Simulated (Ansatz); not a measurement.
Harmonic frequencies (cm⁻¹) at PBE0-D4/def2-TZVP from Ansatz: 97, 225, 242, 310, 318, 343, 504, 702, 815, 927, 949, 950, 971, 999, 1036, 1135, 1188, 1224, 1312, 1333, 1339, 1388, 1407, 1452, 1478, 1479, 1493, 1502, 1726, 3038, 3039, 3043, 3109, 3114, 3126, 3126, 3129, 3148, 3235.

Each molecule was computed in one conformer, which needn't be the lowest.

Task: Which molecule is it?
A. `C=CC(C)C`
B. `C/C=C/CC`
C. `C1CCCC1`
D. `C/C=C\CC`

Result: A.
